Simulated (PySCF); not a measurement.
This PySCF input asks for the spin–spin couplings of `N(F)(F)F`, F$_{3}$N; the geometry comes from GFN2-xTB.

```python
import basis_set_exchange as bse
import numpy as np
from pyscf import gto, dft
from pyscf.data import nist
from pyscf.prop import ssc

atoms = """
F    -0.538799    1.105105   -0.153473
N     0.001280    0.002135    0.427604
F    -0.682458   -1.020436   -0.149943
F     1.230211   -0.082031   -0.147042
"""
names = dict.fromkeys(["F", "N"], "pcJ-1")
basis = {el: gto.basis.parse(bse.get_basis(n, elements=[el], fmt="nwchem")) for el, n in names.items()}
mol = gto.M(atom=atoms, basis=basis, charge=0, verbose=0)
mf = dft.RKS(mol, xc="B3LYP")
mf.grids.level = 2
mf.grids.alignment = dft.numint.BLKSIZE   # the property module wants whole blocks of grid points
mf.conv_tol = 1e-9
mf.kernel()

sc = ssc.RKS(mf)
sc.with_fcsd = True   # Fermi contact and spin-dipole together
sc.max_cycle_cphf = 60
g = {"F": 5.257736, "N": -0.566378}   # nuclear g factors of 19F, 15N
sc.nuc_pair = [(i, j) for i in range(mol.natm) for j in range(i + 1, mol.natm)
               if mol.atom_pure_symbol(i) in g and mol.atom_pure_symbol(j) in g]
K = sc.kernel()
unit = nist.HARTREE2J / nist.PLANCK * (0.5 * nist.E_MASS / nist.PROTON_MASS) ** 2
for (i, j), k in zip(sc.nuc_pair, K):
    a, b = mol.atom_pure_symbol(i), mol.atom_pure_symbol(j)
    J = unit * g[a] * g[b] * np.trace(k) / 3
    if abs(J) >= 1:
        print("%s%d %s%d %8.1f Hz" % (a, i, b, j, J))
```

Task: What are the results?

Result: 
```
F0 N1    288.4 Hz
F0 F2    324.1 Hz
F0 F3    324.1 Hz
N1 F2    288.0 Hz
N1 F3    287.7 Hz
F2 F3    325.0 Hz
```

These numbers come from an equivalent density-fitted implementation of the same equations, which agrees with the script to about 0.1 Hz, so last digits may differ.

Size and cost of the density-fitted run: 108 basis functions, 2.9 s wall time on 1 thread of an Arm Neoverse V2, shared host.
